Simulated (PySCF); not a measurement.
## Induced dipoles and field energies

C₃H₈O₂S.
Cartesian coordinates in Å at the GFN2-xTB level; atoms count from 1:
```xyz
14
C3H8O2S angstrom
C     -1.861   -0.130   -0.447
O     -0.746   -0.948   -0.131
C     -0.100   -0.609    1.042
S      1.085    0.862    0.864
C      1.901    0.194   -0.645
O      0.273    2.001    0.422
H     -2.270   -0.527   -1.375
H     -1.569    0.912   -0.585
H     -2.617   -0.191    0.343
H      0.525   -1.451    1.340
H     -0.794   -0.340    1.846
H      1.145   -0.196   -1.319
H      2.584   -0.588   -0.335
H      2.443    1.010   -1.112
```

Level: B3LYP/def2-SVPD (PySCF); nuclei fixed, core orbitals frozen in the response. Permanent dipole (0.439, -2.662, 0.080) D (1 au = 2.5417 D). Static polarisability (au):

```
x   75.73  2.25 -1.86
y    2.25 67.06  0.16
z   -1.86  0.16 65.52
```

Only the terms in μ and α are kept: μ(F) = μ + αF and ΔE = −μ·F − ½ F·αF.

Question: What do fields of 0.103 V/Å (0.002 au) along the six axis directions do?

Answer: 
```
field along  induced x (D)  induced y (D)  induced z (D)  total size (D)  −μ·F (kJ/mol)  −½F·αF (kJ/mol)
         +x          0.385          0.011         -0.009           2.777         -0.907           -0.398
         −x         -0.385         -0.011          0.009           2.675         +0.907           -0.398
         +y          0.011          0.341          0.001           2.366         +5.499           -0.352
         −y         -0.011         -0.341         -0.001           3.034         -5.499           -0.352
         +z         -0.009          0.001          0.333           2.727         -0.165           -0.344
         −z          0.009         -0.001         -0.333           2.712         +0.165           -0.344
```

Question: For the field (-0.0002, 0.0010, -0.0010) au, what is the induced dipole, and what angle does it make with the field?

Answer: αF = (-0.028, 0.169, -0.165) D, at 1.4° to the field. The polarisability along this direction, F·αF/F², is 65.51 au, against a mean of 69.44 au.

Question: Which field along μ doubles the dipole in that direction (linear response)?

Answer: The polarisability along the dipole is 66.54 au, so F = 1.0619 au / 66.54 au = 0.0160 au = 0.82 V/Å; higher-order terms are ignored.

Question: What field makes μF equal to kT at 298 K?

Answer: kT = 0.9437 × 10⁻³ Eh, so F = 0.000889 au = 4.57 MV/cm.

Question: Induction energy −ᾱe²/2R⁴ of a unit charge at 15 Å, the molecule taken as a point?

Answer: R = 28.35 bohr, so the energy is −69.4/(2 × 28.35⁴) Eh = -0.141 kJ/mol. The charge–dipole term at its most favourable orientation, −μe/R², is -3.47 kJ/mol.

One conformer (not necessarily the lowest) at the GFN2-xTB geometry, without solvent, vibrations or thermal averaging.

These values come from a run that also computed excited states. On Arm Neoverse V1, one thread, shared host with 32 logical CPUs at a one-minute load of 17, this took 27 s and 0.78 GiB of memory at its peak.
